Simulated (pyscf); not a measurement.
Elementary routes open to H₃C–Si:–Cl (SMILES C[Si]Cl) [singlet] + HCl (SMILES Cl) in the gas phase (singlet surface):
A. H₃C–SiH(Cl)–Cl (SMILES C[SiH](Cl)Cl) (Cl–H broken; Cl–Si, H–Si formed)
B. CH₄ (SMILES C) + Cl–Si:–Cl (SMILES Cl[Si]Cl) [singlet] (C–Si, Cl–H broken; C–H, Cl–Si formed)

Structures and frequencies: ωB97X-D3(BJ)/def2-SVP in PySCF.

### Question
Rank the routes by free-energy barrier at 600 K, lowest first, for ωB97M-D3(BJ)/def2-TZVP energies (ideal gas, 1 atm, RRHO with modes under 100 cm⁻¹ raised to 100, one conformer, R ln 2 for chiral ones without a mode under 150 cm⁻¹).

### Answer
A (105.9 kJ/mol), B (130.2 kJ/mol)

Route A is the fastest of these, ahead of the next by 24.3 kJ/mol. The most stable products are those of A (ΔG = -186.8 kJ/mol), so kinetics and thermodynamics agree. At 1200 K A is still the fastest. A: On the reactant side the descent ends in a complex, 24.4 kJ/mol under the separated species and 39.3 kJ/mol under the saddle at ωB97X-D3(BJ)/def2-TZVP. B: On the reactant side the descent ends in a complex, 24.4 kJ/mol under the separated species and 59.1 kJ/mol under the saddle at ωB97X-D3(BJ)/def2-TZVP. Only these routes are compared; each barrier is that of the saddle found, and lower ones may exist.
